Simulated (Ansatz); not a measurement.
**PH2 (SMILES [PH2]): the energy, rung by rung**

The species is PH2 (3 atoms), meant as a doublet with charge 0. As SMILES, `[PH2]`. The coordinates come from a PBE0-D4/def2-TZVP relaxation.

```xyz
3

P     0.5257   -0.3094    0.2582
H     0.1146    1.0515    0.1767
H    -0.6404   -0.7421   -0.4350
```

Each level gives the energy change with the P1–H3 bond stretched from 1.424 to 1.780 Å (eV). The values are calculated.

```csv
level,kind,program,value (eV),less CCSD(T)/6-31G*
U-r2SCAN0/6-31G* (spherical functions),hybrid meta-GGA,Ansatz,0.82,+0.12
UB3LYP/6-31G* (spherical functions),global hybrid,Ansatz,0.73,+0.03
UPBE0/6-31G* (spherical functions),global hybrid,Ansatz,0.77,+0.07
U-wB97M-V/6-31G* (spherical functions),range-separated hybrid,Ansatz,0.79,+0.09
UHSE06/6-31G* (spherical functions),range-separated hybrid,Ansatz,0.77,+0.07
UBCCD(T)/6-31G* (spherical functions),coupled cluster or CI,Ansatz,0.70,0.00
UCCSD(T)/6-31G* (spherical functions),coupled cluster or CI,Ansatz,0.70,0.00
UCCSDTQ/6-31G* (spherical functions),coupled cluster or CI,Ansatz,0.69,-0.01
FCI/3-21G,exact in the basis,Ansatz,0.46,-0.24
```

Differences are taken from UCCSD(T)/6-31G* (spherical functions) for orientation; it has basis-set and higher-order errors of its own. The first shape isn't each level's own minimum. The values span 0.46 to 0.82 eV. High-level rows in very small sets aren't better than simpler rows in larger ones.
